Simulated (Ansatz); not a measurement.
CH5NS, SMILES `NCS`. Total charge 0; spin multiplicity 1. The structure was optimised at the PBE0-D4/def2-TZVP level. It is one conformer, not always the lowest.

```xyz
8

N    -0.550    0.933    0.350
C     0.084   -0.365    0.340
S    -0.390   -1.363   -1.094
H    -0.319    1.433    1.202
H    -0.238    1.494   -0.433
H    -0.270   -0.933    1.203
H     1.180   -0.357    0.383
H     0.503   -0.843   -1.950
```

(1) What is the dipole moment at r2SCAN/def2-TZVPP? (An estimate is asked.)

(2) And with PBE, B3LYP, ωB97M-V? (An estimate is asked.)

(3) Give the Mulliken charges with r2SCAN, PBE, B3LYP in def2-TZVPP. (Best estimate.)

Answers

(1) Computed: 2.59 D, with components (1.98, 1.47, 0.79) D in this frame, pointing from negative to positive charge.

(2) Computed: PBE 2.49 D, B3LYP 2.52 D, ωB97M-V 2.53 D.

(3) Ansatz gave: 
```tsv
atom	r2SCAN	PBE	B3LYP
N1	-0.33	-0.30	-0.30
C2	0.03	-0.11	-0.09
S3	-0.18	-0.19	-0.17
H4	0.13	0.14	0.12
H5	0.13	0.13	0.12
H6	0.07	0.12	0.12
H7	0.07	0.11	0.11
H8	0.08	0.10	0.09
```

B3LYP here is the variant with VWN-RPA as its local correlation; programs differ in this.
